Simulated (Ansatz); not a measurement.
Zinc-blende GaAs was calculated with BLYP (PAW; Ansatz, a program for electronic structure).

Total energies, extrapolated to zero smearing (they compare only within this program, potentials and cutoff; free atoms with spin allowed, lowest state found):

```json
[
 {"system": "zinc-blende GaAs, relaxed", "energy (eV/atom)": "-4330.1977"},
 {"system": "free Ga atom", "energy (eV/atom)": "-3790.8705"},
 {"system": "free As atom", "energy (eV/atom)": "-4864.0791"}
]
```

Q: Work out the cohesive energy per atom.

A: E_coh = [1 × (-3790.8705) + 1 × (-4864.0791)]/2 − (-4330.1977) = 2.72 eV/atom. The reference value is 3.34 eV/atom (measured, static lattice: zero-point vibration energy added, our sources range from 3.34 to 3.39; as tabulated in Mejia-Rodriguez and Trickey (2018), arXiv:1807.09216), a difference of -0.62 eV/atom.

The PAW data were made under PBE.

Note: the cell is over a tenth larger than the published one: the level's own overestimate first of all, though another phase or state, or a fault of the published cell, is possible.
